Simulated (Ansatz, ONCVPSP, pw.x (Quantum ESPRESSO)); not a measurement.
## pw.x on diamond Ge: one setting changed

Potential: optimised norm-conserving Vanderbilt (ONCV), ONCVPSP 4.0.1.1 (patched build), LDA (Perdew-Wang 92); core [Ar] 3d10, reference 4s2 4p2; waves: 4s: rc 1.80 bohr, ncon 4, nbas 8, qcut 3.3 1/bohr, 1 projector; 4p: rc 1.95 bohr, ncon 4, nbas 7, qcut 3.5 1/bohr, 2 projectors, debl 1.7 Ha; d scattering state at 0.2 Ha: rc 2.15 bohr, ncon 3, nbas 7, qcut 3.8 1/bohr, 1 projector; local part: polynomial inside 1.15 bohr (lpopt 1, dvloc0 10 Ha); core correction: Teter function, fcfact 3, rcfact 1.5.

The reference run (k-mesh 8³, cutoffs 120/480 Ry, Fermi–Dirac 0.01 Ry, mixing_beta 0.4, conv_thr 1e-9, no spin) gives -0.17 GPa at 22.222 Å³/atom, where all-electron LAPW gives 0.06 GPa. This run, with its own iteration cap, changes degauss to 0.005.

```
&control
  calculation='scf', prefix='x', pseudo_dir='./', outdir='./tmp', tstress=.true., disk_io='none'
/
&system
  ibrav=0, nat=2, ntyp=1, ecutwfc=120, ecutrho=480, nbnd=11,
  occupations='smearing', smearing='fd', degauss=0.005
/
&electrons
  conv_thr=1e-09, mixing_beta=0.4, electron_maxstep=60
/
ATOMIC_SPECIES
Ge 1.0 Ge.UPF
CELL_PARAMETERS angstrom
  0.00000000 2.81143285 2.81143285
  2.81143285 0.00000000 2.81143285
  2.81143285 2.81143285 0.00000000
ATOMIC_POSITIONS crystal
Ge 0.0000 0.0000 0.0000
Ge 0.2500 0.2500 0.2500
K_POINTS automatic
8 8 8 0 0 0
```

```bash
pw.x < Ge.scf.in > Ge.scf.out
```

**Question.** How does the run end?

**Answer.** It converges in 6 iterations; the free energy moves by +1.8 meV/atom and the pressure by -0.07 GPa. In a metal, with Fermi–Dirac smearing, F lies below its zero-width value by a term in the square of the width.

```
Message from routine setup:
     using ibrav=0 with symmetry is DISCOURAGED, use correct ibrav instead
     lattice parameter (alat)  =       7.5135  a.u.
     unit-cell volume          =     299.9230 (a.u.)^3
     number of electrons       =         8.00
     number of Kohn-Sham states=           11
     kinetic-energy cutoff     =     120.0000  Ry
     charge density cutoff     =     480.0000  Ry
     scf convergence threshold =      1.0E-09
     Exchange-correlation= SLA  PW   NOGX NOGC
     number of k points=    29  Fermi-Dirac smearing, width (Ry)=  0.0050
     iteration #  1     ecut=   120.00 Ry     beta= 0.40
     total energy              =     -18.54824497 Ry
     estimated scf accuracy    <       0.03555105 Ry
     iteration #  2     ecut=   120.00 Ry     beta= 0.40
     total energy              =     -18.54524966 Ry
     estimated scf accuracy    <       0.00979247 Ry
     iteration #  3     ecut=   120.00 Ry     beta= 0.40
     total energy              =     -18.54577505 Ry
     estimated scf accuracy    <       0.00012018 Ry
     iteration #  4     ecut=   120.00 Ry     beta= 0.40
     total energy              =     -18.54579006 Ry
     estimated scf accuracy    <       0.00000225 Ry
     iteration #  5     ecut=   120.00 Ry     beta= 0.40
     total energy              =     -18.54579025 Ry
     estimated scf accuracy    <       0.00000054 Ry
     iteration #  6     ecut=   120.00 Ry     beta= 0.40
     the Fermi energy is     5.6891 ev
!    total energy              =     -18.54579028 Ry
     estimated scf accuracy    <          6.8E-10 Ry
     smearing contrib. (-TS)   =      -0.00014547 Ry
     The total energy is F=E-TS. E is the sum of the following terms:
     one-electron contribution =       4.41059368 Ry
     hartree contribution      =       1.14160571 Ry
     xc contribution           =      -7.87510843 Ry
     ewald contribution        =     -16.22273576 Ry
     convergence has been achieved in   6 iterations
          total   stress  (Ry/bohr**3)                   (kbar)     P=       -2.42
     Message from routine punch:
     Nothing written, as per user request (disk_io='none')
```

The run took about 19 s on one core of a shared host (Intel(R) Xeon(R) 6975P-C, 192 threads, 378 GiB, load 85).
